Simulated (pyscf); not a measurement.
This saddle point was located with ωB97X-D3(BJ)/def2-SVP in PySCF.

```xyz
8

N      0.9489     0.1226     0.5121
N     -0.8419     0.2933    -1.0981
H      0.9007    -0.4263     1.3701
H      1.9318     0.2901     0.2983
H      0.2486    -0.2822    -0.4334
H     -1.5487     0.2297    -1.8235
Ga    -0.4581     1.5221     0.0934
H     -0.5742     2.8463     0.8730
```

Surface: singlet, charge 0. Lowest wavenumbers (cm⁻¹): 1373i, 404, 417, 447, 512.

Problem. Which two sides does it connect, and which bonds change?

Solution. ammonia (NH₃) + HN=GaH ⇌ H₂N–GaH–NH₂, an addition across a multiple bond or ene-type step read from left to right: H–N broken and Ga–N, H–N formed. At CCSD(T)/def2-TZVPP + ΔMP2(QZVPP) it lies -51.1 kJ/mol from the left side and +215.8 kJ/mol from the right (each side as separated species at their lowest minima found). On the reactant side the descent ends in an adduct with a Ga–N contact, 102.0 kJ/mol under the separated species and 36.4 kJ/mol under the saddle at ωB97X-D3(BJ)/def2-TZVP. At CCSD(T) the saddle lies under the separated reactants, which points to a path from their complex (located at ωB97X-D3(BJ) alone). What is counted as formed (Ga–N) is already present as a longer contact in the reactant adduct; forming that adduct is a step of its own. At ωB97X-D3(BJ)/def2-TZVP the barrier from the zero used here is -65.6 kJ/mol. HN=GaH lies 212.6 kJ/mol over its isomer H₂N–Ga [singlet] (electronic energy, ωB97M-D3(BJ)/def2-TZVP). One saddle was located; it need not be the lowest between these sides. The CCSD(T) − MP2 part came from Ansatz, without density fitting, on the same reference. The frozen core leaves the outer d or s,p core shells of the metals and heavy elements correlated in the MP2 and CC values, and def2-TZVPP describes them poorly, which can shift differences by a few kcal/mol. Elements up to Kr have no core potential and no relativistic terms here.
